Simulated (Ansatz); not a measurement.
in.yaml

```yaml
crystal:
  periodic: [false, false, false]
  atoms:
    - {symbol: Br, position_ang: [0.000000, -0.022072, -0.002661]}
    - {symbol: H, position_ang: [0.000000, 0.771451, -0.832254]}
    - {symbol: H, position_ang: [0.000000, 0.978303, 1.043186]}
basis:
  gaussian: {orbitals: 6-31G}
total_charge: 1
correlation: {method: fic_mrcisd_q, electrons: outside_noble_gas, active_space: {window: {electrons: 2, orbitals: 2}}}
```

```sh
$ ansatz run in.yaml --threads 1 --pin off --events-out ev --progress --plain --max-ram 2393MiB
```

Output:

```
323 factors; integrals over basis functions are off by at most 5.9e-4 eV
mean field evaluation 1: about -70007.5057 eV, gradient 1.6e1 eV
mean field evaluation 2: about -70007.5097 eV, gradient 1.6e1 eV
mean field evaluation 4: about -70008.3093 eV, gradient 1.3e0 eV
mean field evaluation 8: about -70008.3128 eV, gradient 1.3e-4 eV
mean field -70008.31278008 eV, -2572.7580413293 hartree, gradient 1.9e-6 eV, S^2 0.000000; 0 other end points of the search recorded, 0 dependent functions left out
reference -70008.31278008 eV, -2572.7580413293 hartree; 18, 18 occupied and 15, 15 virtual orbitals, 323 factors
state -70008.83455847 eV, -2572.7772163312 hartree
contracted CI cycle   1: correlation 0.00000000 eV, 0.0000000000 hartree, residual 1.02e1 eV
contracted CI cycle   2: correlation -1.16965037 eV, -0.0429838584 hartree, residual 1.57e0 eV
contracted CI cycle   3: correlation -1.20248060 eV, -0.0441903472 hartree, residual 3.38e-1 eV
contracted CI cycle   4: correlation -1.20403457 eV, -0.0442474545 hartree, residual 9.90e-2 eV
contracted CI cycle   5: correlation -1.20418867 eV, -0.0442531176 hartree, residual 3.12e-2 eV
contracted CI cycle   6: correlation -1.20420401 eV, -0.0442536812 hartree, residual 9.69e-3 eV
contracted CI cycle   7: correlation -1.20420547 eV, -0.0442537349 hartree, residual 3.05e-3 eV
contracted CI cycle   8: correlation -1.20420561 eV, -0.0442537400 hartree, residual 9.14e-4 eV
state -70008.83455847 eV, -2572.7772163312 hartree; corrected -70010.06249305 eV, -2572.8223420949 hartree
Total energy: -70010.06249305 eV, -2572.8223420949 hartree
```

For the same geometry and basis full CI lies 2.0 meV lower.

Ran on 1 thread of AMD EPYC 9B14, shared host: 0.48 s wall, 0.15 GiB peak host memory.
